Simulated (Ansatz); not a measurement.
System: black phosphorus. Method: PBE-D4 in Ansatz (plane waves, PAW).

Settings: plane-wave cutoff 500 eV, 10×8×10 k mesh (along the axes of the cell as run), Fermi–Dirac smearing 0.05 eV, scalar-relativistic PAW data made under PBE.

Computed at the level's own relaxed cell.

### Question
Estimate the volume per atom, equilibrium lattice constant a, lattice parameter b and lattice parameter c that the calculation returns.

### Answer

volume per atom: 17.71 Å³/atom
equilibrium lattice constant a: 3.322 Å
lattice parameter b: 10.216 Å
lattice parameter c: 4.175 Å

Measured, for comparison: equilibrium volume per atom 18.97 Å³/atom (temperature not stated, not corrected to a static lattice; as tabulated in Appalakondaiah et al. (2012), arXiv:1211.3512). Computed (rounded) less measured: equilibrium volume per atom -6.6 %.

Static lattice: no zero-point or thermal effects.

The result took very roughly 50 core-seconds.

Ansatz is a program for electronic structure.
